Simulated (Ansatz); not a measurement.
hcp Cd was calculated with PBEsol (plane waves, PAW; Ansatz, an electronic-structure program).

A relaxed, unreconstructed slab of the (11-20) face has 20 atoms, two equal faces of 28.503 Å² each and an energy of -163678.5017 eV. A bulk cell of 4 atoms with the same orientation and in-plane k mesh has -32736.2474 eV. Energies are extrapolated to zero smearing.

Numerical settings: plane-wave cutoff 500 eV, 10×12×1 k mesh (along the axes of the cell as run), Fermi–Dirac smearing 0.1 eV, scalar-relativistic PAW data made under PBE.

Worked out: γ = (E_slab − N E_bulk per atom)/2A = [-163678.5017 − 20 × (-32736.2474/4)]/(2 × 28.503) = 0.0480 eV/Å². With 16.022 J/m² per eV/Å² this is 0.77 J/m², or 1.37 eV per surface cell and face.
